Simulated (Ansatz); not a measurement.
Input file:

```yaml
crystal:
  periodic: [false, false, false]
  atoms:
    - {symbol: As, position_ang: [0.000175, -0.000109, -0.015041]}
    - {symbol: H, position_ang: [1.435454, -0.002488, 0.395928]}
    - {symbol: H, position_ang: [-0.684462, 1.281611, 0.345077]}
    - {symbol: H, position_ang: [-0.763996, -1.271049, 0.376987]}
basis:
  gaussian: {orbitals: "6-31G*"}
total_charge: 1
magnetization: {spin_polarized: true, initial_magnetization: 1}
correlation: {method: bccd, electrons: outside_noble_gas, diis_vectors: 1}
accuracy: high
```

```sh
$ ansatz run in.yaml --threads 1 --pin off --events-out ev --progress --plain --max-ram 2393MiB
```

Log:

```
710 factors; integrals over basis functions are off by at most 4.0e-9 eV
mean field evaluation 1: about -60825.4782 eV, gradient 7.5e0 eV
mean field evaluation 2: about -60825.5055 eV, gradient 7.5e0 eV
mean field evaluation 4: about -60825.9896 eV, gradient 1.4e0 eV
mean field evaluation 8: about -60826.0041 eV, gradient 5.7e-4 eV
mean field evaluation 16: about -60825.9525 eV, gradient 1.3e0 eV
mean field -60826.00410538 eV, -2235.3144215264 hartree, gradient 5.9e-8 eV, S^2 0.755944; 0 other end points of the search recorded, 0 dependent functions left out
14 core orbitals not correlated: weight in the atoms' cores, before any rotation towards them, 1.000 or more for the frozen orbitals, at most 0.000 for the correlated occupied ones
reference -60826.00410538 eV, -2235.3144215264 hartree; 4, 3 occupied and 23, 24 virtual orbitals, 710 factors
second order -2.14653880 eV of doubles, -0.00000000 eV of singles
cycle   1  -2.59269568 eV  change   -4.5e-1 eV  update   5.2e-2
cycle   2  -2.77412520 eV  change   -1.8e-1 eV  update   2.1e-2
cycle   3  -2.78256362 eV  change   -8.4e-3 eV  update   4.8e-3
cycle   4  -2.78263428 eV  change   -7.1e-5 eV  update   2.0e-3
cycle   5  -2.78178638 eV  change    8.5e-4 eV  update   9.1e-4
...
cycle  19  -2.78077270 eV  change   -3.6e-9 eV  update   7.4e-8
cycle  20  -2.78077271 eV  change   -1.3e-8 eV  update   4.0e-8
cycle  21  -2.78077272 eV  change   -1.4e-9 eV  update   2.2e-8
cycle  22  -2.78077272 eV  change   -7.0e-9 eV  update   1.4e-8
cycle  23  -2.78077274 eV  change   -1.3e-8 eV  update   6.4e-8
cycle  24  -2.78077275 eV  change   -1.1e-8 eV  update   2.2e-8
cycle  25  -2.78077275 eV  change   -6.7e-9 eV  update   6.4e-9
cycle  26  -2.78077276 eV  change   -1.9e-9 eV  update   2.8e-9
cycle  27  -2.78077276 eV  change  -1.2e-10 eV  update   1.2e-9
cycle  28  -2.78077276 eV  change   2.5e-10 eV  update  5.3e-10
Total energy: -60828.78487814 eV, -2235.4166130403 hartree
```

Ran on 1 thread of Arm Neoverse V2, shared host: 1.1 s wall, 0.11 GiB peak host memory.
